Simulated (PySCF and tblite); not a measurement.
The numbers below are computed, except where a source is named.
C₂H₆S₂, numbered as in [SH:1][CH2:2][CH2:3][SH:4]. Search: ETKDG and KDG, MMFF94s, GFN2-xTB, 90 starts; geometries at PBE0-D3(BJ)/def2-SVP. Weights use PBE0-D3(BJ)/def2-TZVP energies plus GFN2-xTB zero-point and thermal terms (modes under about 100 cm⁻¹ blended into free rotors). Symmetry numbers and mirror images are counted. Conformers within 4 kcal/mol (GFN2-xTB free energy) were kept, 5 at most. GIAO shieldings: PBE0/pcSseg-1. Shifts are against TMS (¹H), TMS (¹³C) at the same level. Codes: tblite and PySCF.

Torsions listed: H1–S1–C2–C3, S1–C2–C3–S4, C2–C3–S4–H4. Of a mirror pair one member is shown.

| conformer | shape | point group | mirror pair | ΔE(DFT) | Δ(G−E) at 150 K | δ C2/C3 (ppm) |
| --- | --- | --- | --- | --- | --- | --- |
| 1 | 73°, -63°, 74° | C2 | yes | 0.00 | 0.00 | 33.6 |
| 2 | -67°, -64°, 53° | C1 | yes | 0.07 | 0.00 | 35.0 |
| 3 | -68°, 180°, 68° | Ci | no | 0.33 | -0.04 | 34.7 |
| 4 | 68°, 175°, 68° | C2 | yes | 0.35 | -0.08 | 34.7 |
| 5 | -69°, -178°, -178° | C1 | yes | 1.57 | -0.27 | 31.6 |

Energies in kcal/mol; the thermal term leaves out symmetry numbers and mirror images.

Problem. Work out the weights at 150 K and the ¹³C shift of C2/C3 under fast exchange.

Solution. RT = 0.298 kcal/mol. Each conformer gets RT ln(σ/g), with σ the rotational symmetry number and g = 2 for a mirror pair: 1: σ = 2, g = 2, G = 0.00 + 0.00 + 0.00 = 0.00, 0.13 above the lowest, exp(−ΔG/RT) = 0.641; 2: σ = 1, g = 2, G = 0.07 + 0.00 − 0.21 = -0.13, 0.00 above the lowest, exp(−ΔG/RT) = 1.000; 3: σ = 1, g = 1, G = 0.33 − 0.04 + 0.00 = 0.29, 0.43 above the lowest, exp(−ΔG/RT) = 0.240; 4: σ = 2, g = 2, G = 0.35 − 0.08 + 0.00 = 0.27, 0.40 above the lowest, exp(−ΔG/RT) = 0.263; 5: σ = 1, g = 2, G = 1.57 − 0.27 − 0.21 = 1.10, 1.23 above the lowest, exp(−ΔG/RT) = 0.016. The sum is 2.160, so the weights are 29.6, 46.3, 11.1, 12.2, 0.8 %. The averaged shift is 34.5 ppm. At 298.15 K it is 34.4 ppm. At 298.15 K the leading conformer alone gives 35.0 ppm and bare DFT energies give 34.4 ppm.

For its torsions the set is small; conformers may be missing.
